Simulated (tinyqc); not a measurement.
Coupled-perturbed Hartree-Fock on RHF in the sto-3g basis, for HF, spin multiplicity 1, step by step. One step of it, computed by the program tinyqc.

Problem. Coupled step 2. U_ai = -(mu_ai + sum_bj [4 (ai|bj) - (ab|ij) - (aj|bi)] U_bj) / (e_a - e_i); alpha = -4 sum U_ai mu_ai.

U after step 1:
```
          i1         i2         i3        i4        i5
a6  0.000796  -0.022373  -0.839950  0.000000  0.000000
```

dipole integrals <a|z|i> (bohr):
```
           i1        i2        i3        i4        i5
a6  -0.044031  0.103789  0.909386  0.000000  0.000000
```

orbital energies (hartree): MO1 -25.899853, MO2 -1.471840, MO3 -0.585764, MO4 -0.464230, MO5 -0.464230, MO6 0.631123

Two-electron integrals over orbitals (pq|rs), unique and non-zero (hartree):
```
(11|11) 5.362188    (21|11) -0.502541   (21|21) 0.074581    (22|11) 1.196799
(22|21) -0.019322   (22|22) 0.857045    (31|11) 0.166539    (31|21) -0.022513
(31|22) 0.014118    (31|31) 0.023871    (32|11) -0.144574   (32|21) 0.009014
(32|22) -0.014542   (32|31) 0.020984    (32|32) 0.157974    (33|11) 1.015501
(33|21) -0.011503   (33|22) 0.758876    (33|31) -0.005945   (33|32) -0.053071
(33|33) 0.777635    (41|41) 0.029613    (42|41) 0.038921    (42|42) 0.179747
(43|41) -0.011903   (43|42) -0.044089   (43|43) 0.049611    (44|11) 1.264004
(44|21) -0.014353   (44|22) 0.876777    (44|31) 0.004831    (44|32) -0.077222
(44|33) 0.762160    (44|44) 0.997514    (51|51) 0.029613    (52|51) 0.038921
(52|52) 0.179747    (53|51) -0.011903   (53|52) -0.044089   (53|53) 0.049611
(54|54) 0.053770    (55|11) 1.264004    (55|21) -0.014353   (55|22) 0.876777
(55|31) 0.004831    (55|32) -0.077222   (55|33) 0.762160    (55|44) 0.889973
(55|55) 0.997514    (61|11) 0.173026    (61|21) -0.028087   (61|22) -0.000208
(61|31) -0.008005   (61|32) -0.025183   (61|33) 0.013318    (61|44) 0.004710
(61|55) 0.004710    (61|61) 0.026523    (62|11) -0.253161   (62|21) 0.005435
(62|22) -0.132513   (62|31) -0.020274   (62|32) -0.042404   (62|33) -0.040776
(62|44) -0.131245   (62|55) -0.131245   (62|61) 0.015252    (62|62) 0.098082
(63|11) -0.349253   (63|21) 0.006168    (63|22) -0.158296   (63|31) 0.002325
(63|32) 0.094045    (63|33) -0.126902   (63|44) -0.191036   (63|55) -0.191036
(63|61) -0.006514   (63|62) 0.058345    (63|63) 0.170634    (64|41) -0.011088
(64|42) -0.043573   (64|43) -0.013569   (64|64) 0.031801    (65|51) -0.011088
(65|52) -0.043573   (65|53) -0.013569   (65|65) 0.031801    (66|11) 0.890930
(66|21) -0.008896   (66|22) 0.686389    (66|31) 0.016520    (66|32) 0.073091
(66|33) 0.669575    (66|44) 0.653310    (66|55) 0.653310    (66|61) -0.009884
(66|62) -0.067817   (66|63) -0.013354   (66|66) 0.715949
```

Give: U after step 2; polarisability.

Solution.

U after step 2:
```
        i1       i2       i3      i4      i5
a6  0.0006  -0.0128  -0.8542  0.0000  0.0000
```

polarisability = 3.1128 bohr^3
